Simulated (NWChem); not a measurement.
Program: NWChem. System: C2H3O, charge 0, spin multiplicity 2, at a geometry optimised with UB3LYP/def2-SVP. The structure started from a generated list of species. Its SCF solution wasn't tested for a lower state. Level: UTPSS/def2-TZVP.

Job file:

```
start mol
memory heap 200 mb stack 900 mb global 1100 mb
geometry units angstroms nocenter noautoz
  C     -0.076194    -1.169360     0.000000
  C      0.425007     0.253601     0.000000
  O     -0.195949     1.260015     0.000000
  H      0.326847    -1.687263     0.884253
  H      0.326847    -1.687263    -0.884253
  H     -1.178980    -1.211044     0.000000
  symmetry group Cs
end
basis spherical
  * library def2-tzvp
end
dft
  xc xtpss03 ctpss03
  odft
  mult 2
  semidirect memsize 60000000 filesize 0
  iterations 100
  grid fine
end
task dft energy
```

Output (cleaned and shortened):

```
             Northwest Computational Chemistry Package (NWChem) 7.3.0
             --------------------------------------------------------

                                NWChem Input Module
                                -------------------

 Scaling coordinates for geometry "geometry" by  1.889725989
 (inverse scale =  0.529177249)

 Turning off AUTOSYM since
 SYMMETRY directive was detected!

                             Geometry "geometry" -> ""
                             -------------------------

 Output coordinates in angstroms (scale by  1.889725989 to convert to a.u.)

  No.       Tag          Charge          X              Y              Z
 ---- ---------------- ---------- -------------- -------------- --------------
    1 C                    6.0000    -0.07619400    -1.16936000     0.00000000
    2 C                    6.0000     0.42500700     0.25360100     0.00000000
    3 O                    8.0000    -0.19594900     1.26001500     0.00000000
    4 H                    1.0000     0.32684700    -1.68726300     0.88425300
    5 H                    1.0000     0.32684700    -1.68726300    -0.88425300
    6 H                    1.0000    -1.17898000    -1.21104400     0.00000000

 Effective nuclear repulsion energy (a.u.)      62.8178256776

            Nuclear Dipole moment (a.u.)
            ----------------------------
        X                 Y               Z
 ---------------- ---------------- ----------------
     0.0000000000    -0.0000075589     0.0000000000

      Symmetry information
      --------------------

 Group name             Cs
 Group number              2
 Group order               2
 No. of unique centers     5

      Symmetry unique atoms

     1    2    3    4    6


 Summary of "ao basis" -> "" (spherical)
 ------------------------------------------------------------------------------
       Tag                 Description            Shells   Functions and Types
 ---------------- ------------------------------  ------  ---------------------
 *                         def2-tzvp                  on all atoms

                                 NWChem DFT Module
                                 -----------------

 Summary of "ao basis" -> "ao basis" (spherical)
 ------------------------------------------------------------------------------
       Tag                 Description            Shells   Functions and Types
 ---------------- ------------------------------  ------  ---------------------
 C                         def2-tzvp                11       31   5s3p2d1f
 O                         def2-tzvp                11       31   5s3p2d1f
 H                         def2-tzvp                 4        6   3s1p

 Summary of "ao basis" -> "ao basis" (spherical)
 ------------------------------------------------------------------------------
       Tag                 Description            Shells   Functions and Types
 ---------------- ------------------------------  ------  ---------------------
 C                         def2-tzvp                11       31   5s3p2d1f
 O                         def2-tzvp                11       31   5s3p2d1f
 H                         def2-tzvp                 4        6   3s1p

      Symmetry analysis of basis
      --------------------------

        a'         74
        a"         37

            General Information
            -------------------
          SCF calculation type: DFT
          Wavefunction type:  spin polarized.
          No. of atoms     :     6
[...]
    69      0.285659  3 O  py                68      0.239638  3 O  px
    72      0.229003  3 O  py                71      0.201095  3 O  px
    37      0.195550  2 C  px                75      0.145106  3 O  py
    40      0.139676  2 C  px                35      0.133267  2 C  s
    74      0.118690  3 O  px                 6     -0.111739  1 C  px

 Vector   12  Occ=0.000000D+00  E=-9.118956D-02  Symmetry=a'
              MO Center=  4.1D-01,  2.6D-01,  1.0D-16, r^2= 2.2D+00
   Bfn.  Coefficient  Atom+Function         Bfn.  Coefficient  Atom+Function
  ----- ------------  ---------------      ----- ------------  ---------------
     5      0.944758  1 C  s                 36     -0.889337  2 C  s
   108     -0.420600  6 H  s                 37     -0.296337  2 C  px
    68      0.262464  3 O  px                74      0.255172  3 O  px
    35     -0.237567  2 C  s                 40     -0.237992  2 C  px
    71      0.223386  3 O  px                13      0.214646  1 C  py

 Vector   13  Occ=0.000000D+00  E=-4.482242D-02  Symmetry=a"
              MO Center=  2.7D-01,  2.8D-01,  2.8D-15, r^2= 1.9D+00
   Bfn.  Coefficient  Atom+Function         Bfn.  Coefficient  Atom+Function
  ----- ------------  ---------------      ----- ------------  ---------------
    45      0.430971  2 C  pz                42      0.395555  2 C  pz
    39      0.386895  2 C  pz                76     -0.350142  3 O  pz
    70     -0.303830  3 O  pz                96     -0.252679  4 H  s
   102      0.252679  5 H  s                 73     -0.250244  3 O  pz
    95     -0.122701  4 H  s                101      0.122701  5 H  s

 Vector   14  Occ=0.000000D+00  E= 3.581201D-02  Symmetry=a'
              MO Center=  8.9D-02, -1.6D+00,  1.3D-15, r^2= 5.1D+00
   Bfn.  Coefficient  Atom+Function         Bfn.  Coefficient  Atom+Function
  ----- ------------  ---------------      ----- ------------  ---------------
     5      5.276018  1 C  s                 96     -2.031479  4 H  s
   102     -2.031479  5 H  s                 36     -1.833926  2 C  s
   108     -1.261275  6 H  s                 44      0.474688  2 C  py
    67      0.471592  3 O  s                 43      0.430571  2 C  px
    12      0.320299  1 C  px                 3      0.261988  1 C  s

   alpha - beta orbital overlaps
   -----------------------------

   alpha      1      2      3      4      5      6      7      8      9     10
    beta      1      2      3      4      5      6      8      7      9     10
 overlap   1.000  1.000  1.000  1.000  0.999  0.992  0.723  0.999  0.744  0.999

   alpha     11     12     13     14     15     16     17     18     19     20
    beta     11     12     13     14     16     15     17     18     19     20
 overlap   0.966  0.988  0.999  0.995  0.999  0.999  0.998  0.999  0.999  0.947

   alpha     21     22     23     24     25     26     27     28     29     30
    beta     22     21     23     24     25     26     27     28     29     31
 overlap   0.949  0.999  0.986  0.996  0.999  0.997  0.999  1.000  0.989  0.983

   alpha     31     32     33     34     35     36     37     38     39     40
    beta     30     32     33     34     35     36     37     38     39     40
 overlap   1.000  0.982  0.997  0.997  0.996  0.999  0.997  0.995  0.996  0.999

   alpha     41     42     43     44     45     46     47     48     49     50
    beta     41     42     43     45     44     46     47     48     49     50
 overlap   1.000  0.999  0.993  0.805  0.999  0.814  0.982  0.987  0.985  0.989

   alpha     51     52     53     54     55     56     57     58     59     60
    beta     51     52     53     55     54     56     57     58     59     60
 overlap   0.998  0.997  1.000  0.999  1.000  0.999  1.000  0.999  0.999  1.000

   alpha     61     62     63     64     65     66     67     68     69     70
    beta     61     62     63     64     65     66     67     68     69     70
 overlap   0.996  0.998  0.996  0.998  0.999  0.999  0.999  0.999  0.999  0.999

   alpha     71     72     73     74     75     76     77     78     79     80
    beta     71     72     74     73     75     76     77     79     78     80
 overlap   0.998  0.996  0.991  0.985  0.984  0.962  0.995  0.992  0.971  0.992

   alpha     81     82     83     84     85     86     87     88     89     90
    beta     81     82     83     85     84     86     87     88     89     90
 overlap   0.998  0.994  1.000  0.998  1.000  0.999  1.000  1.000  1.000  1.000

   alpha     91     92     93     94     95     96     97     98     99    100
    beta     91     92     93     94     95     96     97     98     99    100
 overlap   1.000  1.000  1.000  0.999  1.000  1.000  1.000  1.000  1.000  1.000

   alpha    101    102    103    104    105    106    107    108    109    110
    beta    101    102    103    104    105    106    107    108    109    110
 overlap   1.000  1.000  0.999  0.997  0.997  1.000  1.000  1.000  1.000  1.000

   alpha    111
    beta    111
 overlap   1.000

     --------------------------
     Expectation value of S2:
     --------------------------
      <S2> =      0.7530 (Exact =     0.7500)

 center of mass
 --------------
 x =   0.02293819 y =   0.19957813 z =   0.00000000

 moments of inertia (a.u.)
 ------------------
         181.721850557567           4.693521790190           0.000000000000
           4.693521790190          21.559529345910           0.000000000000
           0.000000000000           0.000000000000         192.025074340263

     Multipole analysis of the density
     ---------------------------------

     L   x y z        total         alpha         beta         nuclear
     -   - - -        -----         -----         ----         -------
     0   0 0 0      0.000000    -12.000000    -11.000000     23.000000

     1   1 0 0     -0.070740     -0.456490      0.385750      0.000000
     1   0 1 0     -0.966996     -0.775072     -0.191916     -0.000008
     1   0 0 1     -0.000000      0.000000     -0.000000      0.000000

     2   2 0 0    -14.042311    -14.163528    -10.697103     10.818320
     2   1 1 0      0.025225      0.498490      1.201793     -1.675058
     2   1 0 1      0.000000      0.000000      0.000000      0.000000
     2   0 2 0    -14.059312    -59.289109    -56.373198    101.602995
     2   0 1 1      0.000000      0.000000      0.000000      0.000000
     2   0 0 2    -12.689656     -9.487253     -8.786857      5.584454

 Task  times  cpu:        9.3s     wall:        9.3s

 Total times  cpu:        9.3s     wall:        9.3s
```
